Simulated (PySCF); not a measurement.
dimethylamine (C2H7N), SMILES CNC.

Geometry optimised at B3LYP-D3(BJ)/def2-TZVP.

Computed with SMD-B3LYP/def2-SVP in PySCF.

Solvation free energies are E(SMD) − E(gas) at the gas-phase geometry, for 1 M in both phases. In vacuum the dipole moment is 0.92 D.

Computed solvation free energies in water, ethylethanoate, 1-octanol:
```csv
solvent,ΔG(solv) (kcal/mol),its non-electrostatic (CDS) part,dipole (D)
water,-2.8,0.3,1.19
ethylethanoate,-2.4,-0.1,1.11
1-octanol,-2.8,-0.2,1.14
```
